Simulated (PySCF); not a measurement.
An unknown gives this computed stick spectrum. Computed with PySCF 2.14.0, density-fitted response routines, TDDFT CAM-B3LYP/def2-SVPD, vertical, gas phase, core orbitals frozen in the response. Geometries: PBE0-D3(BJ)/def2-SVP, one conformer each.

```json
{"state": "S1", "ν̃ (cm⁻¹)": "43600", "f": "0.0007", "main configurations (H = HOMO, L = LUMO)": "H→L (54%), H→L+1 (18%)"}
{"state": "S2", "ν̃ (cm⁻¹)": "48270", "f": "0.051", "main configurations (H = HOMO, L = LUMO)": "H→L+1 (68%), H→L (17%)"}
{"state": "S3", "ν̃ (cm⁻¹)": "49840", "f": "0.010", "main configurations (H = HOMO, L = LUMO)": "H-1→L+1 (35%), H-2→L+1 (18%), H-1→L+5 (11%)"}
{"state": "S4", "ν̃ (cm⁻¹)": "52580", "f": "0.033", "main configurations (H = HOMO, L = LUMO)": "H-2→L+1 (25%), H-1→L+1 (13%), H-2→L+4 (13%)"}
{"state": "S5", "ν̃ (cm⁻¹)": "53140", "f": "0.0055", "main configurations (H = HOMO, L = LUMO)": "H-1→L+4 (18%), H→L+4 (17%), H-2→L+4 (11%)"}
{"state": "S6", "ν̃ (cm⁻¹)": "54440", "f": "0.0043", "main configurations (H = HOMO, L = LUMO)": "H-1→L (54%), H-2→L (19%)"}
{"state": "S7", "ν̃ (cm⁻¹)": "55020", "f": "0.0076", "main configurations (H = HOMO, L = LUMO)": "H-2→L (45%), H-1→L (30%)"}
{"state": "S8", "ν̃ (cm⁻¹)": "57560", "f": "0.0073", "main configurations (H = HOMO, L = LUMO)": "H→L+3 (69%), H→L+2 (11%)"}
{"state": "S9", "ν̃ (cm⁻¹)": "59670", "f": "0.0031", "main configurations (H = HOMO, L = LUMO)": "H→L+4 (58%), H-2→L+4 (14%)"}
{"state": "S10", "ν̃ (cm⁻¹)": "60480", "f": "0.0024", "main configurations (H = HOMO, L = LUMO)": "H→L+2 (36%), H-1→L+2 (17%), H-2→L+2 (15%)"}
```

Triplets computed (Tamm–Dancoff): 4.90, 5.18, 5.55, 5.68 eV.

Orbital energies (eV): HOMO-3 -11.34, HOMO-2 -8.94, HOMO-1 -8.80, HOMO -8.24, LUMO 0.93, LUMO+1 1.09, LUMO+2 1.51.

Question: Which structure fits?
A. `Cc1cc1=O`
B. `CC#CCS`
C. `C1CCSC=1`

Answer: B. Its S1, at 5.41 eV, is the highest among the candidates; the nearest of the others has S1 at 4.87 eV. S1 is HOMO→LUMO (54%), HOMO→LUMO+1 (18%). Löwdin shares by element: HOMO sulfur 66%, carbon 25% or more; LUMO sulfur 41%, carbon 20% or more, hydrogen 11% or more (atoms not listed hold the other 28%). At the same level the other candidates give, for their lowest levels:
- `Cc1cc1=O`: 4.63 eV (f 0.000); 5.55 eV (f 0.000); 6.37 eV (f 0.006); 6.82 eV (f 0.083); 7.47 eV (f 0.049); T1 4.21 eV; HOMO -8.21, LUMO 0.37 eV
- `C1=CSCC1`: 4.87 eV (f 0.006); 5.39 eV (f 0.120); 5.67 eV (f 0.009); 6.25 eV (f 0.026); 6.48 eV (f 0.028); T1 3.59 eV; HOMO -7.15, LUMO 1.21 eV

The values belong to the conformer `[CH3:1][C:2]#[C:3][CH2:4][SH:5]`: H–S5–C4–C3 58°.
